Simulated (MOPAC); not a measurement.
MOPAC input (PM7):

```
PM7 1SCF CHARGE=-1 GEO-OK AUX(PRECISION=9) THREADS=1
HS

S    -0.00000000 1   -0.00000000 1   -0.07936290 1
H     0.00000000 1    0.00000000 1    1.26980637 1
```

Output:

```
 *******************************************************************************
 **                                                                           **
 **                              MOPAC v23.2.5                                **
 **                                                                           **
 *******************************************************************************
 ** MOPAC's Digital Object Identifier: https://doi.org/10.5281/zenodo.6511958 **
 **                                                                           **
 ** Please cite the open-source release paper for use of this MOPAC version:  **
 ** J. E. Moussa and J. J. P. Stewart (2026)                                  **
 ** MOPAC: An open-source semiempirical molecular orbital program             **
 ** J. Open Source Softw., 11(119), 8025, https://doi.org/10.21105/joss.08025 **
 *******************************************************************************

                              PM7 CALCULATION RESULTS

 *******************************************************************************
 *  PM7        - The PM7 Hamiltonian to be used
 *  GEO-OK     - OVERRIDE INTERATOMIC DISTANCE AND OTHER SAFETY CHECKS
 *
 *
 *
 *                 CHARGE ON SYSTEM = -1
 *
 *
 *
 *  1SCF       - DO 1 SCF AND THEN STOP
 *  AUX        - OUTPUT AUXILIARY INFORMATION
 *******************************************************************************
PM7 1SCF CHARGE=-1 GEO-OK AUX(PRECISION=9) THREADS=1
 HS

   ATOM   CHEMICAL          X               Y               Z
  NUMBER   SYMBOL      (ANGSTROMS)     (ANGSTROMS)     (ANGSTROMS)

     1       S         -0.00000000  *  -0.00000000  *  -0.07936290  *
     2       H          0.00000000  *   0.00000000  *   1.26980637  *

          CARTESIAN COORDINATES

    NO.       ATOM           X           Y           Z

     1         S         -0.0000     -0.0000     -0.0794
     2         H          0.0000      0.0000      1.2698

 General Reference for PM7:
 "Optimization of Parameters for Semiempirical Methods VI: More Modifications to the
 NDDO Approximations and Re-optimization of Parameters", J. J. P. Stewart, J. Mol. Mod., 1:32, 19 (2013)
 https://link.springer.com/article/10.1007/s00894-012-1667-x

           Empirical Formula: H S  =     2 atoms

      MOLECULAR POINT GROUP   :   C*v

      RHF CALCULATION, NO. OF DOUBLY OCCUPIED LEVELS = 4

 -------------------------------------------------------------------------------
 PM7 1SCF CHARGE=-1 GEO-OK AUX(PRECISION=9) THREADS=1
 HS

     1SCF WAS SPECIFIED, SO BFGS WAS NOT USED
     SCF FIELD WAS ACHIEVED

                              PM7 CALCULATION
                                                       MOPAC v23.2.5 Linux

          FINAL HEAT OF FORMATION =        -29.96461 KCAL/MOL =    -125.37192 KJ/MOL

          COSMO AREA              =         59.99 SQUARE ANGSTROMS
          COSMO VOLUME            =         43.35 CUBIC ANGSTROMS

          IONIZATION POTENTIAL    =          2.721063 EV
          HOMO LUMO ENERGIES (EV) =         -2.721  6.285
          NO. OF FILLED LEVELS    =          4
          MOLECULAR WEIGHT        =         33.0679         POINT GROUP:  C*v

          MOLECULAR DIMENSIONS (Angstroms)

            Atom       Atom       Distance
            H     2    S     1     1.34917
            H     2    S     1     0.00000
            S     1    H     2     0.00000

          SCF CALCULATIONS        =          1

   ATOM   CHEMICAL          X               Y               Z
  NUMBER   SYMBOL      (ANGSTROMS)     (ANGSTROMS)     (ANGSTROMS)

     1       S         -0.00000000  *  -0.00000000  *  -0.07936290  *
     2       H          0.00000000  *   0.00000000  *   1.26980637  *

                             CARTESIAN COORDINATES

   1    S       -0.000000000    -0.000000000    -0.079362900
   2    H        0.000000000     0.000000000     1.269806370

           Empirical Formula: H S  =     2 atoms

      MOLECULAR POINT GROUP   :   C*v

                  EIGENVALUES
 -19.74197  -6.17947  -2.72106  -2.72106   6.28460   6.87290   6.87290   7.08760
   7.08760   9.83812

              NET ATOMIC CHARGES AND DIPOLE CONTRIBUTIONS

  ATOM NO.   TYPE          CHARGE      No. of ELECS.   s-Pop       p-Pop       d-Pop
    1          S          -1.187762        7.1878     1.94911     5.16924     0.06942
    2          H           0.187762        0.8122     0.81224
 DIPOLE           X         Y         Z       TOTAL
 POINT-CHG.     0.000     0.000     1.414     1.414
 HYBRID         0.000    -0.000     0.076     0.076
 SUM            0.000    -0.000     1.491     1.491

          ATOMIC ORBITAL ELECTRON POPULATIONS

     Atom    s        px        py        pz      x^2-y^2     xz        z^2       yz        xy
    1  S   1.94911   1.99791   1.99791   1.17342   0.00000   0.00209   0.06524   0.00209   0.00000
    2  H   0.81224

 **********************
 *                    *
 * JOB ENDED NORMALLY *
 *                    *
 **********************

 == MOPAC DONE ==
```

The dipole moment of an ion depends on the origin.
